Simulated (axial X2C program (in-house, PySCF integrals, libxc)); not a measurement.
Density and ELF of AlC⁻

Calculated with an in-house relativistic program for diatomic molecules. Spin-free means the one-electron spin-free X2C Hamiltonian. Basis: Al dyall-av3z [9s9p3d2f], C dyall-av3z [8s7p3d2f] (cores contracted in-house); Gaussian nuclei, density fitting, unrestricted open shells. Masses: Al 26.982 u, C 12.000 u.

PBE0, scalar-relativistic, state M_S = 1, Λ = 1 (beyond evenly filled blocks: σα, π+α, π+β, π-α); Al at z = 0, C at z = 1.893 Å.

The maps cover the half plane through the axis: z from -2.4 to 4.2 Å along the bond, ρ from 0.15 to 2.25 Å away from it.

log10 of the density in e/bohr³:

```
 ρ\z  -2.4  -1.8  -1.2  -0.6   0.0   0.6   1.2   1.8   2.4   3.0   3.6   4.2
0.15  -2.7  -2.1  -1.6  -0.9   1.0  -0.9  -0.8   0.4  -0.7  -1.6  -2.5  -3.3
0.45  -2.8  -2.2  -1.7  -1.3  -0.2  -1.2  -1.0  -0.7  -0.9  -1.7  -2.6  -3.4
0.75  -2.9  -2.3  -1.8  -1.5  -1.3  -1.5  -1.3  -1.0  -1.3  -1.9  -2.7  -3.4
1.05  -3.0  -2.4  -2.0  -1.7  -1.7  -1.7  -1.6  -1.5  -1.7  -2.2  -2.9  -3.6
1.35  -3.1  -2.6  -2.2  -1.9  -1.9  -1.9  -1.9  -1.9  -2.1  -2.5  -3.1  -3.7
1.65  -3.3  -2.8  -2.5  -2.2  -2.2  -2.2  -2.3  -2.3  -2.4  -2.8  -3.3  -3.9
1.95  -3.5  -3.0  -2.7  -2.5  -2.4  -2.5  -2.6  -2.6  -2.8  -3.1  -3.6  -4.1
2.25  -3.6  -3.3  -3.0  -2.8  -2.7  -2.8  -2.9  -2.9  -3.1  -3.4  -3.8  -4.3
```

Electron localisation function (collinear form, no current term, damped to 0 at low density):

```
 ρ\z  -2.4  -1.8  -1.2  -0.6   0.0   0.6   1.2   1.8   2.4   3.0   3.6   4.2
0.15  0.91  0.98  0.96  0.14  0.38  0.10  0.85  0.88  0.76  0.85  0.48  0.08
0.45  0.89  0.98  0.97  0.07  0.73  0.06  0.84  0.46  0.87  0.82  0.43  0.07
0.75  0.84  0.97  0.98  0.42  0.05  0.24  0.79  0.84  0.87  0.75  0.34  0.05
1.05  0.74  0.95  0.97  0.90  0.44  0.48  0.67  0.79  0.79  0.61  0.24  0.03
1.35  0.56  0.90  0.95  0.94  0.75  0.50  0.53  0.64  0.64  0.43  0.14  0.01
1.65  0.32  0.79  0.90  0.89  0.72  0.45  0.39  0.46  0.43  0.26  0.07  0.01
1.95  0.12  0.56  0.77  0.77  0.60  0.38  0.29  0.30  0.26  0.14  0.03  0.00
2.25  0.04  0.26  0.54  0.58  0.45  0.28  0.21  0.19  0.14  0.06  0.01  0.00
```

Axial spin density in 10⁻³ e/bohr³:

```
 ρ\z  -2.4  -1.8  -1.2  -0.6   0.0   0.6   1.2    1.8    2.4   3.0  3.6  4.2
0.15   0.8   2.5   5.9   2.7  -4.1   7.8  50.1  103.9  103.6  15.3  2.0  0.3
0.45   0.7   2.2   4.7   2.9  -0.1   7.4  33.5   72.0   58.9  11.2  1.7  0.3
0.75   0.6   1.6   3.1   1.6  -1.9   4.3  17.2   31.3   24.7   6.5  1.2  0.2
1.05   0.4   1.1   1.7   0.4  -2.0   1.6   7.6   12.0    9.5   3.2  0.8  0.2
1.35   0.3   0.6   0.8  -0.1  -1.4   0.3   3.1    4.6    3.7   1.5  0.5  0.1
1.65   0.2   0.3   0.3  -0.3  -0.9  -0.1   1.1    1.8    1.5   0.7  0.2  0.1
1.95   0.1   0.2   0.1  -0.2  -0.5  -0.2   0.4    0.7    0.6   0.3  0.1  0.0
2.25   0.1   0.1   0.0  -0.2  -0.3  -0.2   0.1    0.2    0.2   0.1  0.1  0.0
```

Occupations by symmetry block were frozen at the best pattern of an incomplete PBE0 search. PBE0 can misorder states that lie within some tenths of an eV, so this need not be the ground state of the molecule. The nearest other spin-free determinant of the search, M_S = 1, Λ = 0, lies 0.07 eV up at the distance of the search. The functionals have no current-density term, which raises determinants with orbital currents, atoms included. The highest occupied level of some functionals is positive through self-interaction error; at Hartree–Fock it is bound. The determinant is spin-polarised beyond a pure state at some levels (its spin-free form has ⟨S²⟩ too high), which makes Re and μ there less reliable.
